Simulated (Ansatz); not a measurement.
`N[SiH2]F` → H₂ + `N[Si]F` at 298.15 K and 1 bar (silylene formation by 1,1-elimination).

Calculated with Ansatz (gas phase, PBE0-D4/def2-TZVP geometries, no zero-point term in ΔE). CCSD(T)/CBS is the MP2 limit (def2-TZVPP, def2-QZVPP) plus CCSD(T) − MP2 in def2-TZVPP, frozen cores. This one scheme is used for every species. Each species was taken in one conformer, which may not be the lowest.

```json
{"species": "`N[SiH2]F`", "CCSD(T)/CBS energy (Eh)": "-446.07709", "H − E (kJ/mol)": "135.8", "S (J/(mol·K))": "281.7"}
{"species": "H₂", "CCSD(T)/CBS energy (Eh)": "-1.17544", "H − E (kJ/mol)": "35.1", "S (J/(mol·K))": "130.4"}
{"species": "`N[Si]F`", "CCSD(T)/CBS energy (Eh)": "-444.84306", "H − E (kJ/mol)": "88.0", "S (J/(mol·K))": "270.2"}
```

H − E and S are ideal-gas, rigid-rotor, harmonic terms from PBE0-D4/def2-TZVP, for one conformer and one mirror image of each species. The MP2-based limit puts H₂ 0.8 mEh under its directly extrapolated value; such offsets cancel only in part. 1 Eh = 2625.50 kJ/mol, R = 8.31446 J/(mol·K).

Question: By hand: ΔE, ΔH, ΔS and ΔG.

Answer: ΔE = (-1.17544) + (-444.84306) − (-446.07709) = 0.05859 Eh = 153.8 kJ/mol. Δ(H − E) = 35.1 + 88.0 − 135.8 = -12.7, so ΔH = 141.1 kJ/mol. ΔS = 130.4 + 270.2 − 281.7 = 118.9 J/(mol·K). ΔG = 141.1 − 298.15 × (118.9)/1000 = 105.6 kJ/mol.

Question: By hand: the equilibrium constant, and the temperature at which ΔG would vanish if ΔH and ΔS stayed fixed.

Answer: log₁₀ K = −ΔG/(RT ln 10) = -18.5. ΔG = 0 at ΔH/ΔS = 1187 K.

The number of gas molecules changes by +1, which sets the sign of ΔS. A doubt of 5 kJ/mol in ΔE shifts log₁₀ K by 0.9 here. Other conformers and mirror images would add mixing entropy, several J/(mol·K) or more a flexible species. These are equilibria of isolated gas molecules and say nothing of rates. Largest T1 diagnostic: 0.014 (customary marks: 0.02 for closed shells, 0.045 for open ones).
